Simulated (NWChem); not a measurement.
Molecule: difluoromethane (CH2F2); SMILES FCF

Program: NWChem. Each level has its own optimisation; frequencies are unscaled.

For level PBE/def2-SVP:

| Item | Result |
|---|---|
| r C–H (Å) | 1.116 |
| highest harmonic frequency (cm⁻¹) | 3002 |
| lowest (cm⁻¹) | 521 |
| zero-point energy (kcal/mol) | 19.9 |
| dipole (D) | 1.64 |

Problem. How do the values read with level Hartree-Fock/3-21G instead?

Solution. The r C–H (Å) is 1.073 and the highest harmonic frequency (cm⁻¹) is 3362. The lowest (cm⁻¹) is 534. The zero-point energy (kcal/mol) is 22.4 and the dipole (D) is 2.49.
